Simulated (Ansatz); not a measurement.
**CaB6-type CaB6**

Computed with r²SCAN in Ansatz (PAW).

Settings: plane-wave cutoff 500 eV, 8×8×8 k mesh, gaussian smearing 0.02 eV, scalar-relativistic PAW data made under PBE.

Cell (relaxed at this level):

Space group Pm-3m (No. 221); a = b = c = 4.1367 Å, α = β = γ = 90.00°

```json
[
 {"atom": "Ca", "site": "1a", "symmetry": "m-3m", "x": "0.0000", "y": "0.0000", "z": "0.0000"},
 {"atom": "B", "site": "6f", "symmetry": "4m.m", "x": "0.2019", "y": "0.5000", "z": "0.5000"}
]
```

| Property | Result |
|---|---|
| band gap | 0.07 eV (on the SCF k mesh) |

Measured, for comparison: band gap 1 eV (temperature not stated, no zero-point or thermal correction; as tabulated in Wu et al. (2004), arXiv:cond-mat/0401246). Computed (rounded) less measured: band gap -0.93 eV.

Cost on a shared machine: around 20 core-seconds (rough).

Ansatz is a quantum-chemistry and plane-wave program.
